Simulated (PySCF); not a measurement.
## Working out the electron affinity of P

P⁻ [Ne] 3s2 3p4 (3P) → P [Ne] 3s2 3p3 (4S). All numbers are calculated (PySCF 2.14, the spin-free X2C one-electron Hamiltonian (Gaussian nucleus), in aug-cc-pVTZ-DK (6s5p3d2f, 50 functions)). Frozen: [Ne]. Energies in hartree (1 hartree = 27.21139 eV):

```json
{"part": "UHF", "P⁻ (lower)": "-341.519279", "P (upper)": "-341.531556"}
{"part": "MP2 opposite-spin", "P⁻ (lower)": "-0.086500", "P (upper)": "-0.061116"}
{"part": "MP2 same-spin", "P⁻ (lower)": "-0.026849", "P (upper)": "-0.023126"}
```

Question: What does Hartree-Fock give?

Answer: (-341.531556) − (-341.519279) = -0.012277 hartree = -0.334 eV.

Question: What do MP2 and SCS-MP2 (6/5 opposite-spin, 1/3 same-spin) give?

Answer: The opposite-spin parts differ by 0.691 eV and the same-spin parts by 0.101 eV. MP2: -0.334 + (0.691) + (0.101) = 0.458 eV. SCS-MP2: -0.334 + 1.2 × (0.691) + (0.101)/3 = 0.529 eV.

A first-order spin-orbit estimate adds 0.012 eV to MP2 (valence), giving 0.470 eV against 0.747 eV (measured; photodetachment measurements, as compiled on the Wikipedia data page of electron affinities).

What remains against the reference includes basis incompleteness, the frozen core and correlation beyond second order.
